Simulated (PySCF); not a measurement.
# Reproducing measurements on 1,4-dioxane

**The experiment to reproduce.**

From NIST CCCBDB Release 22 (SRD 101), experimental polarizabilities, for the gas: mean polarisability 8.43 Å³.

The results are set against them at the end.

Compound: 1,4-dioxane, C4H8O2.
Numbering: `[CH2:1]1[CH2:2][O:3][CH2:4][CH2:5][O:6]1` (hydrogens: H7, H8 on C1; H9, H10 on C2; H11, H12 on C4; H13, H14 on C5)

Cartesian coordinates in Å at the PBE0-D3(BJ)/def2-SVP level; atoms count from 1:
```xyz
14
C4H8O2 angstrom
C      0.486    1.280    0.203
C      1.348    0.036    0.309
O      0.574   -1.073    0.692
C     -0.486   -1.280   -0.207
C     -1.348   -0.036   -0.313
O     -0.574    1.073   -0.696
H      0.093    1.536    1.208
H      1.072    2.134   -0.168
H      1.834   -0.154   -0.671
H      2.137    0.166    1.065
H     -1.072   -2.134    0.164
H     -0.093   -1.536   -1.213
H     -2.137   -0.166   -1.069
H     -1.834    0.154    0.667
```

Runs made with PySCF (gas phase, on this PBE0-D3(BJ)/def2-SVP geometry; no spin–orbit coupling):

```json
{"level": "CAM-B3LYP/def2-SVPD", "job": "10 singlets by full TDDFT, 4 Tamm–Dancoff triplets, polarisability, ΔSCF ions", "basis functions": "190"}
{"level": "B3LYP/def2-SVPD", "job": "10 singlets by full TDDFT, 4 Tamm–Dancoff triplets, polarisability, ΔSCF ions", "basis functions": "190"}
{"level": "BHandHLYP/def2-SVPD", "job": "10 singlets by full TDDFT, 4 Tamm–Dancoff triplets, polarisability, ΔSCF ions", "basis functions": "190"}
{"level": "HF/def2-SVPD", "job": "10 singlets by TDHF, 4 Tamm–Dancoff triplets, polarisability, ΔSCF ions", "basis functions": "190"}
{"level": "LDA/def2-SVPD", "job": "10 singlets by full TDDFT, 4 Tamm–Dancoff triplets, polarisability, ΔSCF ions", "basis functions": "190"}
{"level": "PBE0/def2-SVPD", "job": "10 singlets by full TDDFT, 4 Tamm–Dancoff triplets, polarisability, ΔSCF ions", "basis functions": "190"}
{"level": "LC-wPBE/def2-SVPD", "job": "10 singlets by full TDDFT, 4 Tamm–Dancoff triplets, polarisability, ΔSCF ions", "basis functions": "190"}
{"level": "PBE0/6-31G*", "job": "10 singlets by full TDDFT, 4 Tamm–Dancoff triplets, polarisability", "basis functions": "100"}
{"level": "wB97X-D/def2-SVPD", "job": "10 singlets by full TDDFT, 4 Tamm–Dancoff triplets, polarisability, ΔSCF ions", "basis functions": "190"}
{"level": "PBE0/6-31+G*", "job": "10 singlets by full TDDFT, 4 Tamm–Dancoff triplets, polarisability", "basis functions": "124"}
{"level": "PBE0/aug-cc-pVDZ", "job": "10 singlets by full TDDFT, 4 Tamm–Dancoff triplets, polarisability", "basis functions": "210"}
{"level": "PBE0/def2-TZVPD", "job": "10 singlets by full TDDFT, 4 Tamm–Dancoff triplets, polarisability", "basis functions": "300"}
```

All basis functions are spherical.

**Comparison with experiment**

**Mean polarisability.** Measured: 8.43 Å³ (NIST CCCBDB Release 22 (SRD 101), experimental polarizabilities).

```tsv
level	computed (Å³)	computed − measured (Å³)	% (from the printed values)
CAM-B3LYP/def2-SVPD	8.20	-0.23	-3
B3LYP/def2-SVPD	8.36	-0.07	-1
BHandHLYP/def2-SVPD	7.97	-0.46	-5
HF/def2-SVPD	7.61	-0.82	-10
LDA/def2-SVPD	8.81	+0.38	+5
PBE0/def2-SVPD	8.26	-0.17	-2
LC-wPBE/def2-SVPD	7.98	-0.45	-5
PBE0/6-31G*	6.99	-1.44	-17
wB97X-D/def2-SVPD	8.17	-0.26	-3
PBE0/6-31+G*	7.85	-0.58	-7
PBE0/aug-cc-pVDZ	8.49	+0.06	+1
PBE0/def2-TZVPD	8.45	+0.02	0
```

12 of the 15 levels run are shown, the closest and the furthest among them. Closest is PBE0/def2-TZVPD (+0.02 Å³), furthest PBE0/6-31G* (-1.44 Å³); one molecule doesn't rank methods. The computed values are static and purely electronic, with core orbitals frozen in the response (1 au = 0.148185 Å³). The table of measured values doesn't say here whether a value is static or optical, or holds a vibrational part.

The geometry is computed, not the measured one. Where a level misses, the cause wasn't examined.
